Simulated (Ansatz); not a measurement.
# C2H9Si: the cost of one run

Method: UKS PBE0-D4/def2-SVP, in Ansatz 0.2.0.

1 further run of the same task is left out (it didn't finish).

## Step 1: Starting point

Bond lengths: Si1–C3 1.870 Å, C3–H4 1.110 Å, C3–H5 1.110 Å, C3–H6 1.110 Å, Si1–H7 1.459 Å, Si1–H8 1.459 Å, C9–H10 1.110 Å, C9–H11 1.110 Å, C9–H12 1.110 Å. Angles: Si1–C3–H4 109.5°, Si1–C3–H5 109.5°, Si1–C3–H6 109.5°, H4–C3–H5 109.4°, H4–C3–H6 109.4°, H5–C3–H6 109.4°, C3–Si1–H7 109.5°, C3–Si1–H8 109.5°, H7–Si1–H8 109.5°, H10–C9–H11 109.4°, H10–C9–H12 109.4°, H11–C9–H12 109.4°.

Structure file:

```xyz
12

Si    0.0000    0.0000    0.0000
H     0.0000    0.0000    1.7100
C     1.7634    0.0000   -0.6227
H     2.1111   -1.0463   -0.7509
H     1.8119    0.5276   -1.5981
H     2.4154    0.5187    0.1108
H    -0.6877    1.1914   -0.4862
H    -0.6877   -1.1914   -0.4862
C     0.0000    0.0000    3.1200
H    -0.5653   -0.8805    3.4905
H     1.0452   -0.0494    3.4905
H    -0.4798    0.9298    3.4905
```

## Step 2: A restrained relaxation towards end A

Springs on the bonds that form and break draw the guess towards this end; the thresholds are loose.

Input file input.yaml:

```yaml
crystal:
  periodic: [false, false, false]
  atoms:
    - { symbol: Si, position_ang: [0.0, 0.0, 0.0] }
    - { symbol: H, position_ang: [0.0, 0.0, 1.71] }
    - { symbol: C, position_ang: [1.7634, 0.0, -0.6227] }
    - { symbol: H, position_ang: [2.1111, -1.0463, -0.7509] }
    - { symbol: H, position_ang: [1.8119, 0.5276, -1.5981] }
    - { symbol: H, position_ang: [2.4154, 0.5187, 0.1108] }
    - { symbol: H, position_ang: [-0.6877, 1.1914, -0.4862] }
    - { symbol: H, position_ang: [-0.6877, -1.1914, -0.4862] }
    - { symbol: C, position_ang: [0.0, 0.0, 3.12] }
    - { symbol: H, position_ang: [-0.5653, -0.8805, 3.4905] }
    - { symbol: H, position_ang: [1.0452, -0.0494, 3.4905] }
    - { symbol: H, position_ang: [-0.4798, 0.9298, 3.4905] }
magnetization:
  spin_polarized: true
  initial_magnetization: 1
basis:
  gaussian: { orbitals: def2-SVP }
hamiltonian:
  xc: pbe0
  dispersion: d4
relax:
  f_tol: 0.15
  max_steps: 25
  restrain:
    - { distance: [1, 8], at: 2.31, k: 30.0 }
    - { distance: [0, 1], at: 1.46, k: 30.0 }
```

Command:

```console
$ ansatz run input.yaml --threads 4 --pin off --max-ram 5120MiB --backend cpu --events-out ev --progress --plain --runs-dir out
```

What time and memory should one allow on 4 threads of Arm Neoverse V1, shared host?

About 8.3 s, with a peak of 0.23 GiB.
